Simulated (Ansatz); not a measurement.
A CCSD(T) single point on CClF₃ (`FC(F)(F)Cl`).

```yaml
crystal:
  periodic: [false, false, false]
  atoms:
    - {symbol: F, position_ang: [0.213658, 0.019108, 1.326099]}
    - {symbol: C, position_ang: [-0.002242, -0.082454, 0.026069]}
    - {symbol: F, position_ang: [-1.249589, -0.474647, -0.167098]}
    - {symbol: F, position_ang: [0.811665, -0.998971, -0.468455]}
    - {symbol: Cl, position_ang: [0.276309, 1.463263, -0.758016]}
basis:
  gaussian: {orbitals: def2-SVP}
correlation: {method: ccsd_t}
```

```sh
$ ansatz run in.yaml --threads 2 --pin off --events-out ev --progress --plain
```

Log, shortened:

```
Functional definition: HF
704 factors; integrals over basis functions are off by at most 1.2e-3 eV
mean field evaluation 1: about -21636.0800 eV, gradient 4.6e1 eV
mean field evaluation 2: about -21636.1870 eV, gradient 4.6e1 eV
mean field evaluation 4: about -21640.2330 eV, gradient 2.6e0 eV
mean field evaluation 8: about -21640.2672 eV, gradient 1.9e-1 eV
mean field -21640.26733666 eV, -795.2651563222 hartree, gradient 1.6e-6 eV, S^2 0.000000; 0 other end points of the search recorded, 0 dependent functions left out
9 core orbitals not correlated: weight in the atoms' cores, before any rotation towards them, 1.000 or more for the frozen orbitals, at most 0.000 for the correlated occupied ones
reference -21640.26733666 eV, -795.2651563222 hartree; 16, 16 occupied and 49, 49 virtual orbitals, 704 factors
second order -22.16568681 eV of doubles, -0.00000000 eV of singles
cycle   1  -22.16528677 eV  change    4.0e-4 eV  update   9.4e-2
cycle   2  -22.59076744 eV  change   -4.3e-1 eV  update   2.6e-2
cycle   3  -22.69205913 eV  change   -1.0e-1 eV  update   1.2e-2
cycle   4  -22.68596040 eV  change    6.1e-3 eV  update   2.2e-3
cycle   5  -22.68512385 eV  change    8.4e-4 eV  update   9.8e-4
cycle   6  -22.68535656 eV  change   -2.3e-4 eV  update   2.6e-4
cycle   7  -22.68518142 eV  change    1.8e-4 eV  update   7.9e-5
cycle   8  -22.68512664 eV  change    5.5e-5 eV  update   1.9e-5
cycle   9  -22.68513274 eV  change   -6.1e-6 eV  update   5.8e-6
perturbative correction -0.46370342 eV, -0.0170407865 hartree
Total energy: -21663.41617282 eV, -796.1158603602 hartree
```

Run time 1 s (2 threads of a server CPU on a shared host); peak host memory 0.21 GiB.

Correlation energy per correlated electron: -0.723 eV. T1 diagnostic: 0.0107.
